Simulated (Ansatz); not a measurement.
Results of PBE (Ansatz, an electronic-structure program, PAW) for rock-salt HfC.

Numerical settings: plane-wave cutoff 520 eV, 20×20×20 k mesh, Fermi–Dirac smearing 0.05 eV, scalar-relativistic PAW data made under PBE.

Cell (relaxed at this level):

```
HfC
1.0
    0.00000     2.32558     2.32558
    2.32558     0.00000     2.32558
    2.32558     2.32558     0.00000
Hf C
1 1
Direct
  0.00000   0.00000   0.00000
  0.50000   0.50000   0.50000
```

Task: Estimate the bulk modulus and pressure derivative B′ of the bulk modulus that the calculation returns.

Result: 
- bulk modulus = 234 GPa
- pressure derivative B′ of the bulk modulus = 4.0

The run finds no gap.

Measured, for comparison: bulk modulus 242 GPa (room temperature, no zero-point or thermal correction, our sources range from 242 to 286; as tabulated in Synthesis of Binary Transition Metal Nitrides, Carbides and Borides from the …). Computed (rounded) less measured: bulk modulus not scored (sources differ).

Spin–orbit coupling is not included.

Computed values are for the static lattice.
